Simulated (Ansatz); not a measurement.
## How methods differ on SiNH2F (SMILES N[Si]F)

SiNH2F has 5 atoms, charge 0, and is taken as a singlet. SMILES: `N[Si]F`. The coordinates come from a PBE0-D4/def2-TZVP relaxation. This is one conformer, not always the lowest.

```tsv
atom	x (Å)	y (Å)	z (Å)
N	-0.4213	0.2401	-0.3311
Si	0.1361	-1.1336	0.5051
F	1.5654	-0.5488	1.0015
H	0.0854	1.1096	-0.4209
H	-1.3157	0.2591	-0.7960
```

Quantity: the energy change with the N1–H4 bond stretched from 1.010 to 1.263 Å, in eV. The values are calculated.

```
                     level                    kind  program  value (eV)  less FCI/STO-3G  CPU time (all runs)
    HF/STO-3G (restricted)            Hartree–Fock   Ansatz        1.16            +0.45               0.22 s
 SVWN5/STO-3G (restricted)                     LDA   Ansatz        0.71             0.00                1.5 s
  BLYP/STO-3G (restricted)                     GGA   Ansatz        0.59            -0.12                2.3 s
revPBE/STO-3G (restricted)                     GGA   Ansatz        0.62            -0.09                2.3 s
r2SCAN/STO-3G (restricted)                meta-GGA   Ansatz        0.76            +0.05                5.6 s
 B3LYP/STO-3G (restricted)           global hybrid   Ansatz        0.75            +0.04                2.4 s
 wB97X/STO-3G (restricted)  range-separated hybrid   Ansatz        0.86            +0.15                 10 s
CCSDTQ/STO-3G (restricted)   coupled cluster or CI   Ansatz        0.71             0.00                 19 s
                FCI/STO-3G      exact in the basis   Ansatz        0.71             0.00                 41 s
```

FCI/STO-3G is exact within its basis and frozen core, so for wave-function methods in that basis the difference is their error; functionals converge differently with the basis, so for them it is only a difference. The first shape isn't each level's own minimum. The values span 0.59 to 1.16 eV. All rows use very small basis sets, so even the best lies far from the true value. CPU times are rough (shared hosts, several kinds of processor): they show what a rung costs within a factor of a few.
